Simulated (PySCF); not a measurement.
**C5H7S: g tensor and hyperfine couplings**

C5H7S (doublet state).
SMILES with atom numbers: `[CH3:1][S:2][C@H:3]1[C@@H:4]2[CH:5][C@H:6]12` (hydrogens: H7, H8, H9 on C1; H10 on C3; H11 on C4; H12 on C5; H13 on C6)

Cartesian coordinates in Å at the GFN2-xTB level; atoms count from 1:
```xyz
13
C5H7S angstrom
C      2.408    0.272   -0.119
S      1.192   -1.055    0.119
C     -0.214   -0.250   -0.675
C     -1.561   -0.868   -0.525
C     -2.352    0.343   -0.710
C     -1.202    0.480    0.175
H      2.062    1.173    0.380
H      3.335   -0.069    0.328
H      2.547    0.450   -1.182
H      0.063    0.170   -1.636
H     -1.790   -1.832   -0.112
H     -3.381    0.469   -0.427
H     -1.111    0.717    1.219
```

The hyperfine couplings belong to this conformer and change with its torsions.

Method: UKS B3LYP, pcH-1 on C H S, non-relativistic, mean-field spin-orbit, GIAO (PySCF 2.14.0). Isolated species at its GFN2-xTB geometry (one conformer only). A GFN2-xTB geometry isn't a minimum of the functional, and hyperfine couplings can be far from their values at a DFT geometry. Stability of the SCF solution: not tested.

* g1, g2, g3: 2.00217, 2.00277, 2.00328
* g_iso: 2.00274
* Form of g: rhombic: the two nearest values differ by 46 % of g3 − g1
* ⟨S²⟩: 0.7528 (exact 0.7500)
* α and β electrons: 27, 26
* HOMO–LUMO gap, α and β orbitals: 5.42, 4.76 eV
* Total energy: -592.80013 Eh

Hyperfine couplings atom by atom, in 10⁻⁴ cm⁻¹; T1 to T3 are the principal values of the dipolar part (1 × 10⁻⁴ cm⁻¹ = 2.998 MHz):

```tsv
atom	isotope	a_iso	of which spin–orbit	T1	T2	T3	Mulliken spin population
C1	13C	-0.2	0.0	-0.1	0.0	0.1	0.00
S2	33S	0.0	0.0	-0.2	0.0	0.2	0.00
C3	13C	11.3	0.0	-1.0	-0.7	1.7	-0.01
C4	13C	9.2	0.0	-4.6	-3.5	8.1	0.10
C5	13C	114.5	0.0	-20.0	-20.0	40.0	0.80
C6	13C	8.0	0.0	-4.4	-3.3	7.7	0.09
H7	1H	0.0	0.0	-0.3	-0.3	0.6	0.00
H8	1H	-0.1	0.0	-0.2	-0.1	0.3	0.00
H9	1H	0.3	0.0	-0.3	-0.2	0.5	0.00
H10	1H	9.7	0.0	-1.5	-1.3	2.7	0.03
H11	1H	0.4	0.0	-2.9	-0.6	3.5	0.00
H12	1H	7.7	0.0	-8.8	-1.3	10.1	0.00
H13	1H	0.7	0.0	-2.9	-0.6	3.5	0.00
```

The Mulliken spin populations are largest on C5 (+0.80), C4 (+0.10) and C6 (+0.09). No atom but C5 exceeds +0.15. The angles at C5 add up to 316.2°, so it is pyramidal.

Axes: g3 points within 3° of the C5–H12 bond.

Under fast tumbling the dipolar parts average out, and these isotropic splittings remain: 1 × 1H (H10, I = 1/2, 2 lines) with 1.04 mT, 1 × 1H (H12, I = 1/2, 2 lines) with 0.82 mT and 2 × 1H (H11/H13, I = 1/2, 3 lines) with 0.06 mT.

Nuclei that the bonding pattern makes equivalent are averaged, as if the motion that swaps them (rotation, inversion, ring flip) were fast.

The 13C coupling of C5 (343.2 MHz) shows only in satellite lines or after enrichment, since that isotope makes up about 1.07 % of natural carbon.
